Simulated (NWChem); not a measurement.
System: nitrous oxide (N₂O); SMILES N#[N+][O-]

Here is an NWChem input.

```
start job
memory heap 200 mb stack 900 mb global 1100 mb
geometry units angstroms noautoz
  N     -1.192948    -0.021637     0.019089
  N     -0.067276    -0.001222     0.001077
  O      1.105420     0.020051    -0.017689
end
basis spherical
  * library sto-3g
end
dft
  xc b3lyp
  iterations 150
  mulliken
end
task dft energy
```

Structure relaxed at the PBE0/def2-SVP level.

**Question.** Predict the main results of this run. (B3LYP/STO-3G.) Quantities: basis functions; energy (Ha); highest occupied level (eV); orbital gap (eV); dipole (D).

**Answer.** 
```
Item                          Result
---------------------------  -------
number of basis functions         15
energy (Ha)                  -182.11
highest occupied level (eV)    -6.53
orbital gap (eV)                8.58
dipole (D)                      0.59
```
